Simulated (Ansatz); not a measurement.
Barrier from H2 (molecular hydrogen, SMILES [H][H]) + Cl (doublet) to the saddle point below; all geometries are those of the HTBH38 set.
```xyz
3

H      0.0000     0.0000     1.3406
Cl     0.0000     0.0000    -0.2033
H      0.0000     0.0000     2.1147
```
Charge 0, spin multiplicity 2.

Total energies in hartree (Ansatz, an electronic-structure program). Radicals and triplets start from unrestricted determinants; spin-orbit coupling is neglected. Cores are frozen in correlated methods. No relativity. For partners of very few electrons the exact lower level stands in for a higher one. The UHF reference of ClH2 (saddle point or complex, doublet) is spin-contaminated (<S^2> up to 0.03 over the pure value in the sets run).

```csv
species,HF/aug-cc-pV(T+d)Z,CCSD(T)/aug-cc-pV(T+d)Z,HF/aug-cc-pV(Q+d)Z,CCSD(T)/aug-cc-pV(Q+d)Z,CCSDT(Q)/aug-cc-pV(T+d)Z
"1: H2 (molecular hydrogen, SMILES [H][H])",-1.13302,-1.17263,-1.13346,-1.17387,-1.17263
2: Cl (doublet),-459.48609,-459.67786,-459.48924,-459.69589,-459.67881
"3: ClH2 (complex or saddle point, doublet)",-460.58667,-460.83658,-460.59020,-460.85656,-460.83781
```

Question: Work out the barrier height (electronic, no zero-point energy) in kcal/mol: take Hartree-Fock from aug-cc-pV(Q+d)Z, extrapolate the CCSD(T) correlation energy as X^-3 (X = 3, 4), and add CCSDT(Q) - CCSD(T) in aug-cc-pV(T+d)Z. 1 hartree = 627.51 kcal/mol.

Answer: 
Species 1: correlation (64·(-0.04041) - 27·(-0.03961))/37 = -0.04099; step +0.00000; E1 = -1.13346 + (-0.04099) + (+0.00000) = -1.17445
Species 2: correlation (64·(-0.20665) - 27·(-0.19177))/37 = -0.21751; step -0.00095; E2 = -459.48924 + (-0.21751) + (-0.00095) = -459.70770
Species 3: correlation (64·(-0.26636) - 27·(-0.24991))/37 = -0.27836; step -0.00123; E3 = -460.59020 + (-0.27836) + (-0.00123) = -460.86979
-1·E1 -1·E2 +1·E3 = 0.01236 hartree = 7.8 kcal/mol. Published benchmark value: 8.7 kcal/mol (Zhao et al., J. Phys. Chem. A 109, 2012 (2005), HTBH38), a best estimate, not a measurement. The composite differs from it by -0.9 kcal/mol; core, relativistic and spin-orbit terms are not in it.
